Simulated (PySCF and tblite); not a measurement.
Results of a calculation; reference values are marked as such.
C4H6, numbered as in [CH:1]#[C:2][CH2:3][CH3:4].

Search: ETKDG and KDG, MMFF94s, GFN2-xTB, 45 starts; geometries at GFN2-xTB. Energies: PBE0-D3(BJ)/def2-SVP (IEF-PCM, chloroform), with GFN2-xTB thermal terms (modes under about 100 cm⁻¹ blended into free rotors). Symmetry numbers and mirror images are counted. Conformers within 2.5 kcal/mol (GFN2-xTB free energy) were kept, 6 at most. GIAO shieldings: B97-2/pcSseg-1 (IEF-PCM, chloroform). Shifts are against TMS (¹H), TMS (¹³C) at the same level. Run with PySCF (density fitting) and tblite.

**Question.** What shifts does this protocol give at 298.15 K under fast conformational exchange?

**Answer.** ¹H: 2.41 (H3, 2H), 1.57 (H1, 1H), 1.26 (H4, 3H) ppm. ¹³C: 90.1 (C2), 71.4 (C1), 17.6 (C4), 15.7 (C3) ppm.

Shifts are unscaled: against experiment ¹³C can be off by 15 ppm or more and ¹H by 0.8 ppm.
